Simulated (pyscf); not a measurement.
Elementary routes open to H₂N–SiH(F)–Cl (SMILES N[SiH](F)Cl) + H₂ (SMILES [H][H]) in the gas phase (singlet surface):
A. H₂N–SiH₂–F (SMILES N[SiH2]F) + HCl (SMILES Cl) (Cl–Si, H–H broken; H–Si, Cl–H formed)
B. H₂N–SiH₂–Cl (SMILES N[SiH2]Cl) + HF (SMILES F) (F–Si, H–H broken; H–Si, F–H formed)

Single points on ωB97X-D3(BJ)/def2-SVP structures (PySCF, gas phase).

### Question
Rank the routes by free-energy barrier at 298 K, lowest first, for ωB97M-D3(BJ)/def2-TZVP energies (ideal gas, 1 atm, RRHO with modes under 100 cm⁻¹ raised to 100, one conformer, R ln 2 for chiral ones without a mode under 150 cm⁻¹).

### Answer
A (2.46 eV), B (2.80 eV)

Route A is the fastest of these, ahead of the next by 0.34 eV. The most stable products are those of A (ΔG = +0.91 eV), so kinetics and thermodynamics agree. At 1200 K A is still the fastest. A: On the product side the descent ends in a complex (not fully relaxed), 0.24 eV under the separated species and 1.31 eV under the saddle at ωB97X-D3(BJ)/def2-TZVP. Only these routes are compared; each barrier is that of the saddle found, and lower ones may exist.
